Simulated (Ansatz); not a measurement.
# One element changed: vertical ionisation energies of HB–OH, HB–SH

Ansatz 0.2.0, functionals in def2-QZVPP, HF, MP2 and coupled cluster extrapolated from def2-TZVPP and def2-QZVPP (exp(−7.88 √X), X^−2.97); geometries are PBE0/def2-TZVP minima. Wave-function levels freeze the cores; HF, MP2 and coupled cluster are restricted for singlets and unrestricted otherwise, Kohn–Sham unrestricted where that lies lower. The best estimate adds to that CCSD(T) limit the step from CCSD(T) to the highest level run in a smaller set (CCSDT(Q)/cc-pVDZ, CCSDTQ/cc-pVDZ). It lacks core correlation, which semilocal and hybrid functionals hold and which counts in their errors here, (a few kJ/mol in atomization energies of light atoms) is good to about 1 kcal/mol where the step is under 0.06 eV, as here, and is no measured value. An error is the level's value less this estimate. Energies are electronic, without zero-point terms. No spin–orbit coupling and no scalar relativity. B2PLYP's MP2 part freezes the cores and isn't at its limit in this set. CCSD(T)'s error is that step with its sign reversed, by construction, and steps from double-zeta sets run high. The species are chosen: bound, without strong static correlation by their natural occupations or amplitudes, in their lowest spin state as far as vertical gaps and like structures tell, with only the lowest ion state computed, and with a ladder that closes on the reference, so errors are smaller than for species at large; levels whose determinant breaks symmetry or spin markedly are left out.

```json
{"species": "HB–OH, doublet", "bonds (Å)": "B–O 1.333, B–H 1.201, O–H 0.961, angles at O 115°, angles at B 121°", "quantity": "vertical ionisation to the singlet", "symmetry of the states": "A' / A'", "reference": "limit + step to CCSDT(Q)/cc-pVDZ", "value (eV)": "8.355", "error CCSD(T)": "0.008", "error PBE": "0.035", "error BLYP": "-0.083", "error B3LYP": "0.167", "error B2PLYP": "0.006"}
{"species": "HB–SH, doublet", "bonds (Å)": "B–S 1.742, B–H 1.189, S–H 1.348, angles at S 100°, angles at B 125°", "quantity": "vertical ionisation to the singlet", "symmetry of the states": "A' / A'", "reference": "limit + step to CCSDT(Q) and CCSDTQ/cc-pVDZ", "value (eV)": "8.405", "error CCSD(T)": "0.007", "error PBE": "0.028", "error BLYP": "-0.145", "error B3LYP": "0.099", "error B2PLYP": "-0.031"}
```

The reference rises from O to S, by 0.050 eV in all. BLYP doesn't keep that order. B3LYP doesn't keep that order.
